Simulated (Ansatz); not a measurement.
# SiH₅O (doublet): from Hartree-Fock to the top rungs at distance O1–H3 along a hydrogen transfer = 0.960 Å, cc-pVDZ

An exercise on one series of results from a longer session: the logs are not shown, and one member is left open.

Computed with Ansatz 0.2.0, Gaussian basis. Level: cc-pVDZ, core rule «outside noble gas», up to 6 orbitals frozen.

The runs, in order: UHF; CCSD(T) on ROHF; CCSD(T) on UHF; BCCD(T) on ROHF; CISD; CCSDT(Q) on ROHF; CCSDT(Q) on UHF; CASSCF and MRCISD+Q, 3 electrons in 3 orbitals; CASSCF and NEVPT2, 3 electrons in 3 orbitals.

**What is computed**

The geometry derives from fragments relaxed apart (PBE0/def2-TZVP) and kept rigid, so it is no stationary point. A hydrogen atom is moved between rigid fragments.

7 atoms, charge 0, spin multiplicity 2.

Atoms are counted from 1 here; the program's logs count them from 0.

Bond lengths: O1–H2 0.960 Å, O1–H3 0.960 Å, Si4–H5 1.486 Å, Si4–H6 1.486 Å, Si4–H7 1.486 Å. Angles: H2–O1–H3 105.1°, H5–Si4–H6 111.3°, H5–Si4–H7 111.3°, H6–Si4–H7 111.3°.

As a file:

```xyz
7
H5OSi
O    -1.9643   -0.0190    0.0000
H    -2.2136    0.9076    0.0000
H    -1.0047   -0.0190    0.0000
Si    1.0707   -0.0190    0.0000
H     1.5207   -1.4353    0.0000
H     1.5207    0.6891   -1.2265
H     1.5207    0.6891    1.2265
```

Set-up of the first run:

Input file in.yaml:

```yaml
crystal:
  periodic: [false, false, false]
  atoms:
    - {symbol: O, position_ang: [-1.964256, -0.019012, 0.000000]}
    - {symbol: H, position_ang: [-2.213565, 0.907564, 0.000000]}
    - {symbol: H, position_ang: [-1.004727, -0.019012, 0.000000]}
    - {symbol: Si, position_ang: [1.070744, -0.019012, 0.000000]}
    - {symbol: H, position_ang: [1.520717, -1.435264, 0.000000]}
    - {symbol: H, position_ang: [1.520718, 0.689115, -1.226512]}
    - {symbol: H, position_ang: [1.520719, 0.689115, 1.226511]}
basis:
  gaussian: {orbitals: cc-pVDZ}
magnetization: {spin_polarized: true, initial_magnetization: 1}
hamiltonian: {xc: hf}
output: {orbitals: {seedname: orbitals}}
```

Command:

```
$ ansatz run in.yaml --threads 1 --pin off --events-out ev --progress --plain --max-ram 4096MiB --backend cpu
```

Steps of the session up to this table: UHF; CCSD(T) on ROHF; CCSD(T) on UHF; BCCD(T) on ROHF; CISD; CCSDT(Q) on ROHF; CCSDT(Q) on UHF; CASSCF and MRCISD+Q, 3 electrons in 3 orbitals; CASSCF and NEVPT2, 3 electrons in 3 orbitals.

One table of the session follows, with a row left open; its other results are not shown here.

```
       method  from UCCSDT(Q) (meV)
         ROHF               +9451.3
          UHF               +9393.9
         RMP2               +1171.7
         UMP2               +1170.3
         CISD               +1026.1
        RCCSD                +202.0
        UCCSD                +200.9
     RCCSD(T)                     ?
     UCCSD(T)                 +38.2
      BCCD(T)                 +37.9
       RCCSDT                 +15.9
       UCCSDT                 +15.7
    RCCSDT(Q)                  +0.5
    UCCSDT(Q)                     0
  CASSCF pair               +8883.7
  NEVPT2 pair               +1171.8
  MRCISD pair                +930.2
MRCISD+Q pair                +125.4
```

Q: Estimate the row for RCCSD(T) from the others.

The run gave: from UCCSDT(Q) (meV): +38.4. In the column «from UCCSDT(Q) (meV)» it lies between UCCSD(T) (+38.2) and MRCISD+Q pair (+125.4).

Caveats from the session: Restricted and unrestricted rows rest on different reference determinants; where their highest levels disagree by more than a few hundredths of an eV, they describe different states and don't form one ladder.
